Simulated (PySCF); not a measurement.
**One step, two centres**

1,2-elimination, with the central atom changed down its group and all else kept; in the first member these bonds form or tighten: H–S; these break or loosen: B–S, H–S.

Gas-phase electronic energies, without zero-point energy, by CCSD(T) at an estimated basis limit (MP2 extrapolated from triple and quadruple zeta, plus CCSD(T) − MP2 in triple zeta); PySCF 2.14 with density fitting (its default auxiliary sets; JK sets also for MP2 and CCSD(T)), def2-TZVPP and QZVPP, frozen cores, on PBE0-D4/def2-TZVP structures. Extrapolation: Hartree–Fock as exp(−7.88 √X), correlation as X^−2.97. All energies, in kcal/mol, count from the reactant; the end structure is reached by relaxing down from the saddle. Brackets give SMILES, or, where every atom is bracketed, only which atoms are joined. Steps whose reference was doubtful or whose search ended elsewhere are left out.

| reactants | products | saddle | end structure | saddle by PBE0-D4/TZ |
| --- | --- | --- | --- | --- |
| BH₃S₂ ([SH][BH][SH]) | BHS ([BH][S]) + H₂S | ? | 28.08 | 43.73 |
| AlH₃S₂ ([SH][AlH][SH]) | AlHS ([AlH][S]) + H₂S, still joined by a dative Al–S bond | 40.28 | 38.39 | 38.38 |

What is the height of the saddle for BH₃S₂ ([SH][BH][SH])? (To be estimated.)

Computed: 44.54 kcal/mol relative to the reactant, the higher of the two.

How do the PBE0-D4 saddles lie against the coupled-cluster estimate?

Both lower, by 0.81 to 1.90 kcal/mol.

The T1 diagnostic stays at or below 0.018.

For scale, one of the runs: CCSD(T)/def2-TZVPP, 168 basis functions, launched by `OMP_NUM_THREADS=4 python run.py`. The run took 45 s on 4 CPU threads of an AMD EPYC 9R45 (shared host), with 1.1 GiB of host memory at its peak.
